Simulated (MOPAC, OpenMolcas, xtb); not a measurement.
AlHCl2 (SMILES [Cl][AlH][Cl]): methods side by side

The species is AlHCl2 (4 atoms), meant as a singlet with charge 0. SMILES: `[Cl][AlH][Cl]`. The shape comes from GFN2-xTB, which is rough for such elements, and wasn't checked as a minimum.

Quantity: the dipole moment, in D. The values are calculated.

```tsv
level	kind	program	value (D)
PM3	semi-empirical	MOPAC	1.18
PM6	semi-empirical	MOPAC	1.41
PM7	semi-empirical	MOPAC	0.89
GFN1-xTB	semi-empirical	xtb	1.29
HF/STO-3G	Hartree–Fock	OpenMolcas	2.05
SVWN5/STO-3G	LDA	OpenMolcas	1.73
PBE/STO-3G	GGA	OpenMolcas	1.67
r2SCAN/STO-3G	meta-GGA	OpenMolcas	1.73
B3LYP/STO-3G	global hybrid	OpenMolcas	1.74
M06-2X/STO-3G	hybrid meta-GGA	OpenMolcas	1.85
```

The values span 0.89 to 2.05 D. All rows use very small basis sets, so even the best lies far from the true value. Magnitudes only: a small dipole may point the other way at some levels. Sets without polarisation functions give poor dipoles.
